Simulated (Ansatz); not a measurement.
**BH2− (singlet): from Hartree-Fock to the top rungs at distance B1–H2 = 2.744 Å, aug-cc-pVDZ**

How much of the correlation energy of BH2− (singlet) does each wave-function method recover here?

The runs use Ansatz 0.2.0, Gaussian basis; aug-cc-pVDZ, core rule «outside noble gas», up to 1 orbitals frozen.

Plan: UHF; CCSD(T) on RHF; CCSD(T) on UHF; BCCD(T) on RHF; CISD; CCSDT(Q) on RHF; CCSDT(Q) on UHF; CCSDTQ on RHF; CASSCF and MRCISD+Q, 2 electrons in 2 orbitals; CASSCF and NEVPT2, 2 electrons in 2 orbitals; CASSCF and MRCISD+Q, 6 electrons in 6 orbitals; CASSCF and NEVPT2, 6 electrons in 6 orbitals; Full CI.

### 1 The system

The geometry derives from a PBE0/def2-TZVPD stationary point (not a proven minimum). One bond is set to the value named and the two fragments are kept rigid.

3 atoms, charge -1, spin multiplicity 1.

Atoms are counted from 1 here; the program's logs count them from 0.

Bond lengths: B1–H3 1.247 Å.

### 2 UHF

Contents of in.yaml:

```yaml
crystal:
  periodic: [false, false, false]
  atoms:
    - {symbol: B, position_ang: [0.000000, -0.197406, 0.091401]}
    - {symbol: H, position_ang: [0.000000, 1.529768, -2.040829]}
    - {symbol: H, position_ang: [0.000000, 0.587576, 1.060477]}
basis:
  gaussian: {orbitals: aug-cc-pVDZ}
total_charge: -1
magnetization: {spin_polarized: true, initial_magnetization: 0}
hamiltonian: {xc: hf}
output: {orbitals: {seedname: orbitals}}
```

Started as:

```sh
ansatz run in.yaml --threads 1 --pin off --events-out ev --progress --plain --max-ram 4096MiB --backend cpu
```

The runs that follow: CCSD(T) on RHF; CCSD(T) on UHF; BCCD(T) on RHF; CISD; CCSDT(Q) on RHF; CCSDT(Q) on UHF; CCSDTQ on RHF; CASSCF and MRCISD+Q, 2 electrons in 2 orbitals; CASSCF and NEVPT2, 2 electrons in 2 orbitals; CASSCF and MRCISD+Q, 6 electrons in 6 orbitals; CASSCF and NEVPT2, 6 electrons in 6 orbitals; Full CI.

Before running them: what should the planned runs give, taken together? Wanted: FCI below the RHF energy; RMP2 from FCI; UMP2 from FCI; RCCSD from FCI; RCCSD(T) from FCI; UCCSD(T) from FCI; RCCSDT(Q) from FCI; UCCSDT(Q) from FCI; NEVPT2 pair from FCI.

**Answer**, as computed:

```
                         quantity                                                            value
         FCI below the RHF energy                                                       -3.7797 eV
                    RMP2 from FCI                                                      +1186.3 meV
                    UMP2 from FCI                                                      +1361.1 meV
                   RCCSD from FCI                                                       +164.0 meV
                RCCSD(T) from FCI                                                        +46.6 meV
                UCCSD(T) from FCI                                                        +62.1 meV
               RCCSDT(Q) from FCI                                                          0.0 meV
               UCCSDT(Q) from FCI                                                         -0.8 meV
             NEVPT2 pair from FCI                                                       +968.1 meV
           MRCISD+Q pair from FCI                                                        -44.0 meV
          NEVPT2 valence from FCI                                                       +835.2 meV
levels within 1 kcal/mol (43 meV)  RCCSDT, UCCSDT, RCCSDT(Q), UCCSDT(Q), RCCSDTQ, MRCISD+Q valence
                    T1 diagnostic                                                            0.039
   effectively unpaired electrons                                                             0.24
```

In words: RCCSD(T) lands +46.6 meV from the yardstick (1.2 % of the correlation energy). MRCISD+Q pair falls below full CI: the +Q correction isn't variational, and the cores differ from full CI's. The occupations show some static correlation. Of the multireference levels listed MRCISD+Q valence comes nearest in total energy (+12.2 meV), which doesn't show that its space is the better one. These misses are within one basis, not against nature.
